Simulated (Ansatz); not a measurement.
**C₂H₆FNO₂: basis-set convergence**

Aim: see how fast density functionals converge with the basis set for C₂H₆FNO₂.

The runs use Ansatz 0.2.0, Gaussian basis; one geometry, several basis sets.

Levels to be run: PBE0-D4/def2-SVP; ωB97M-V/def2-SVP; PBE0-D4/def2-QZVPP; ωB97M-V/def2-QZVPP; the functionals' def2-TZVPP values are taken from earlier runs.

## 1. The geometry

The geometry comes from an earlier relaxation with PBE0-D4 in a triple-zeta def2 set; it is a stationary point, not always the lowest conformer.

SMILES `CNC(O)(O)F`, 12 atoms, charge 0, spin multiplicity 1.

Atoms are counted from 1 here; the program's logs count them from 0.

Bond lengths: C1–N2 1.451 Å, C1–H7 1.090 Å, C1–H8 1.090 Å, C1–H9 1.096 Å, N2–C3 1.407 Å, N2–H10 1.010 Å, C3–O4 1.381 Å, C3–O5 1.373 Å, C3–F6 1.385 Å, O4–H11 0.963 Å, O5–H12 0.963 Å. Angles: N2–C1–H7 108.7°, N2–C1–H8 109.3°, N2–C1–H9 113.6°, H7–C1–H8 108.0°, H7–C1–H9 109.0°, H8–C1–H9 108.1°, C1–N2–C3 115.9°, C1–N2–H10 112.8°, C3–N2–H10 109.4°, N2–C3–O4 112.4°, N2–C3–O5 107.0°, N2–C3–F6 113.1°, O4–C3–O5 113.4°, O4–C3–F6 102.8°, O5–C3–F6 108.1°, C3–O4–H11 106.0°, C3–O5–H12 107.0°.

## 2. PBE0-D4 in def2-SVP

File in.yaml:

```yaml
crystal:
  periodic: [false, false, false]
  atoms:
    - {symbol: C, position_ang: [0.257265, -1.251817, 0.972928]}
    - {symbol: N, position_ang: [0.697953, -0.324749, -0.052288]}
    - {symbol: C, position_ang: [-0.194477, 0.718200, -0.362531]}
    - {symbol: O, position_ang: [-1.353891, 0.259523, -0.955750]}
    - {symbol: O, position_ang: [0.494300, 1.620485, -1.134726]}
    - {symbol: F, position_ang: [-0.664389, 1.381715, 0.758937]}
    - {symbol: H, position_ang: [0.974597, -2.070567, 1.036194]}
    - {symbol: H, position_ang: [-0.708385, -1.671360, 0.689623]}
    - {symbol: H, position_ang: [0.152029, -0.792862, 1.962314]}
    - {symbol: H, position_ang: [1.612494, 0.061587, 0.135918]}
    - {symbol: H, position_ang: [-1.074883, -0.320831, -1.671796]}
    - {symbol: H, position_ang: [-0.115610, 2.335476, -1.344922]}
basis:
  gaussian: {orbitals: def2-SVP}
hamiltonian: {xc: pbe0, dispersion: d4}
output: {orbitals: {seedname: orbitals}}
```

Run with:

```
ansatz run in.yaml --threads 4 --pin off --events-out ev --progress --plain --max-ram 10444MiB
```

After this run come: ωB97M-V in def2-SVP; PBE0-D4 in def2-QZVPP; ωB97M-V in def2-QZVPP.

Q: Predict the results of all the runs planned. Wanted: PBE0-D4: double and triple zeta above quadruple; ωB97M-V: double and triple zeta above quadruple.

As calculated:

| quantity | value |
| --- | --- |
| PBE0-D4: double and triple zeta above quadruple | 12.88, 0.56 eV |
| ωB97M-V: double and triple zeta above quadruple | 13.21, 0.54 eV |

**Reading.** PBE0-D4 gains 12.32 eV from double to triple zeta, then 0.56 eV more. These are total energies; as a rule much of such shifts cancels in differences, which this series doesn't test. The LUMO of ωB97M-V is positive and keeps falling with the basis (3.38 to 1.68 eV): an unbound level that the basis holds in place.
